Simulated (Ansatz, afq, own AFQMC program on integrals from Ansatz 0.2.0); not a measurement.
AFQMC on a folder of integrals that Ansatz 0.2.0 wrote.

```yaml
crystal:
  periodic: [false, false, false]
  atoms:
    - {symbol: B, position_ang: [0.000000, -0.108621, 0.898357]}
    - {symbol: C, position_ang: [0.000000, -0.041134, -0.810311]}
    - {symbol: H, position_ang: [0.000000, 0.891091, 1.568414]}
    - {symbol: H, position_ang: [0.000000, 0.764116, -1.548305]}
basis:
  gaussian: {orbitals: cc-pVDZ}
magnetization: {spin_polarized: true, initial_magnetization: 3}
correlation: {method: ccsd_t, electrons: outside_noble_gas, hamiltonian_folder: ham}
```

```sh
$ ansatz run in.yaml --threads 1 --pin off --events-out ev --progress --plain --max-ram 1382MiB
```

Options of the walk:

```
--method free --trial cisd --walkers 60 --time-step 0.03 --max-blocks 80 --target-error 0.00036 --factor-cut 1e-05 --seed 8951 --times 0,0.3,0.6,1.2,1.8,2.4,3.6,4.8,6 --taylor-order 8
```

Times are imaginary, in 1/Eh. The walk had a cap of 1002 s.

```
orbitals 36  electrons 6 3  factors 275 of 353
reference energy -63.54556578 Eh
CCSD correlation -0.17437285 Eh in 12 cycles, weight of the determinant in the CISD state 0.9083
repeat  energy at the last time / Eh  error
    10  -63.727186  0.001638
    20  -63.726021  0.001136
    30  -63.725956  0.000833
    40  -63.725853  0.000689
    50  -63.725955  0.000593
    60  -63.726237  0.000642
    70  -63.726159  0.000597
    80  -63.726163  0.000538
time / (1/Eh)  energy / Eh  error  mean overlap
  0.00  -63.720018  0.000067  1.1019
  0.30  -63.723090  0.000114  1.1038
  0.60  -63.724318  0.000120  1.1073
  1.20  -63.725047  0.000141  1.1172
  1.80  -63.725393  0.000208  1.1263
  2.40  -63.725440  0.000200  1.1427
  3.60  -63.725631  0.000303  1.1560
  4.80  -63.725353  0.000332  1.2112
  6.00  -63.726163  0.000538  1.1945
energy -63.726163 +/- 0.000538 Eh
```

Q: Estimate how long the walk took on 1 thread of Arm Neoverse V1, on a shared host.

A: 4.8 min of wall time.

The run passed its tests (error under three times the target), which doesn't prove that it has relaxed.

Against this walk (error 14.7 meV) on the same determinant: CCSD(T) 50.7 meV higher, CCSDT(Q) 15.3 meV higher (within the noise). The error is statistical, and a free projection of finite length keeps a remainder of its start. The last points scatter (meV from the last: 21 ± 6 at 1.80, 20 ± 5 at 2.40, 14 ± 8 at 3.60, 22 ± 9 at 4.80, 0 ± 15 at 6.00); the last is the one printed as the energy, and the gaps above move with that scatter.

Cautions: remainder of the start not in the error; error above the target (14.7 against 9.8 meV); lower spins were not checked.

CCSDT and higher add their correlation energy to the determinant of the CCSD(T) run, since their own runs factorise the integrals more tightly (a shift of under 2 meV). A walk keeps the symmetry of its determinant, which the program's search chose and which needn't be the lowest solution, so a lower state of the same spin and another symmetry isn't excluded.
